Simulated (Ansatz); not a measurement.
in.yaml

```yaml
crystal:
  periodic: [false, false, false]
  atoms:
    - {symbol: Cu, position_ang: [0.000000, 0.000000, 0.000000]}
    - {symbol: F, position_ang: [0.000000, 0.000000, 1.690800]}
basis:
  gaussian: {orbitals: def2-SVP}
total_charge: 1
magnetization: {spin_polarized: false, initial_magnetization: 3}
correlation: {method: ccsdt_q, electrons: outside_noble_gas}
```

```sh
$ ansatz run in.yaml --threads 1 --pin off --events-out ev --progress --plain --max-ram 2393MiB
```

The program prints:

```
797 factors; integrals over basis functions are off by at most 1.0e-7 eV
mean field evaluation 1: about -47268.6790 eV, gradient 7.0e1 eV
mean field evaluation 2: about -47268.7961 eV, gradient 7.0e1 eV
mean field evaluation 4: about -47280.3335 eV, gradient 1.4e1 eV
mean field evaluation 8: about -47283.4016 eV, gradient 9.5e-1 eV
mean field evaluation 16: about -47283.4107 eV, gradient 8.1e-7 eV
mean field evaluation 32: about -47268.6775 eV, gradient 7.0e1 eV
mean field evaluation 64: about -47282.8469 eV, gradient 1.2e-4 eV
mean field evaluation 96: about -47283.0149 eV, gradient 1.2e0 eV
mean field evaluation 128: about -47283.3367 eV, gradient 1.4e0 eV
mean field evaluation 160: about -47283.2597 eV, gradient 8.4e-1 eV
...
cycle  42  -9.73336937 eV  change   -1.1e-6 eV  update   6.5e-6
cycle  43  -9.73336980 eV  change   -4.2e-7 eV  update   5.6e-6
cycle  44  -9.73337192 eV  change   -2.1e-6 eV  update   4.9e-6
cycle  45  -9.73337428 eV  change   -2.4e-6 eV  update   4.1e-6
cycle  46  -9.73338069 eV  change   -6.4e-6 eV  update   3.5e-6
cycle  47  -9.73338769 eV  change   -7.0e-6 eV  update   3.0e-6
cycle  48  -9.73339067 eV  change   -3.0e-6 eV  update   2.4e-6
cycle  49  -9.73339394 eV  change   -3.3e-6 eV  update   2.1e-6
cycle  50  -9.73339558 eV  change   -1.6e-6 eV  update   1.8e-6
cycle  51  -9.73339591 eV  change   -3.3e-7 eV  update   1.6e-6
perturbative correction 0.01382233 eV, 0.0005079614 hartree
Total energy: -47293.13031520 eV, -1737.9904826484 hartree
```

Ran on 1 thread of Arm Neoverse V2, shared host: 81 s wall, 0.58 GiB peak host memory.
